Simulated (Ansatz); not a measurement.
Born–Oppenheimer molecular dynamics of C$_{2}$H$_{2}$FN (6 atoms, charge 0, multiplicity 1). It starts at the highest image of a converged band, a first-order saddle point between two minima.

Computed with RKS PBE/STO-3G in Ansatz.

```json
{
  "ensemble": "NVE (velocity Verlet)",
  "time step": "0.5 fs",
  "steps asked": "200",
  "starting velocities drawn for": "300 K",
  "seed": "4866"
}
```

First frame:

```xyz
6
Properties=species:S:1:pos:R:3
F -0.314 -1.639 1.085
C 0.118 -0.697 0.225
C 1.183 -0.168 -0.431
N -0.711 0.482 -0.357
H 0.416 0.729 -1.017
H -0.649 1.229 0.450
```

(1) How far do the bonds stretch over the last three quarters of this one trajectory? (Pairs bonded in most of those frames.)

Answers

(1) 
```tsv
bond	mean (Å)	spread (Å)	shortest	longest
F1–C2	1.367	0.028	1.30	1.40
C2–C3	1.363	0.022	1.32	1.41
C2–N4	1.551	0.040	1.46	1.59
N4–H5	1.075	0.026	1.03	1.12
N4–H6	1.076	0.023	1.03	1.13
```

Mean temperature of the second half: 386 K. The conserved energy stayed within 0.11 meV per atom of its start (net change 0.031 meV per atom), so the integration is sound. A run of 0.1 ps of so small a system gives no equilibrium averages. The orbitals stay closed-shell, which can raise the energy where a bond breaks towards radicals; this wasn't checked here. Limits of this set-up: minimal basis.

The run took 2.3 min on 1 thread of Arm Neoverse V2, on a shared host, peak memory 0.18 GiB.
